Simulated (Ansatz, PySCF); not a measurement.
This PySCF input computes a CCSD(T)/cc-pVDZ energy:

```python
from pyscf import gto, scf, mp, cc as ccmod

mol = gto.M(
    atom='''
    C    -0.10644814    0.00012443    0.65826033
    C    -0.01250920    1.23540580   -0.20866068
    C    -0.01309094   -1.23546271   -0.20828770
    H     0.75140505    0.00002762    1.35496915
    H     0.06818934    2.15573248    0.38660255
    H     0.06717427   -2.15564754    0.38725335
    H     0.85621810    1.26051106   -0.94069973
    H    -0.90284048    1.36033553   -0.84804432
    H    -0.90348099   -1.36016621   -0.84763366
    H     0.85562439   -1.26119803   -0.94031908
    ''',
    basis='cc-pvdz',
    charge=-1,
    spin=0,
    verbose=4,
)

mf = scf.RHF(mol)
mf.conv_tol = 1e-10
mf.max_cycle = 100
mf.kernel()
mp2 = mp.MP2(mf, frozen=3).run()
cc = ccmod.CCSD(mf, frozen=3)
cc.max_cycle = 100
cc.kernel()
et = cc.ccsd_t()
print(f'E(CCSD(T)) = {cc.e_tot + et:.9f}')
```

Task: Write an input for the same energy in Ansatz (a program for electronic structure) and say what it gives.

Result: 
Ansatz 0.2 input:
```yaml
crystal:
  periodic: [false, false, false]
  atoms:
    - {symbol: C, position_ang: [-0.10644814, 0.00012443, 0.65826033]}
    - {symbol: C, position_ang: [-0.01250920, 1.23540580, -0.20866068]}
    - {symbol: C, position_ang: [-0.01309094, -1.23546271, -0.20828770]}
    - {symbol: H, position_ang: [0.75140505, 0.00002762, 1.35496915]}
    - {symbol: H, position_ang: [0.06818934, 2.15573248, 0.38660255]}
    - {symbol: H, position_ang: [0.06717427, -2.15564754, 0.38725335]}
    - {symbol: H, position_ang: [0.85621810, 1.26051106, -0.94069973]}
    - {symbol: H, position_ang: [-0.90284048, 1.36033553, -0.84804432]}
    - {symbol: H, position_ang: [-0.90348099, -1.36016621, -0.84763366]}
    - {symbol: H, position_ang: [0.85562439, -1.26119803, -0.94031908]}
basis:
  gaussian:
    orbitals: cc-pVDZ
total_charge: -1
magnetization: {spin_polarized: false}
correlation: {method: ccsd_t, electrons: outside_noble_gas}
```
It gives -118.07616 Eh, and PySCF -118.07616 Eh, a difference of 0.00 mEh.

It need not be the lowest isomer of its formula. Whether it binds its extra electron was not tested at this geometry.
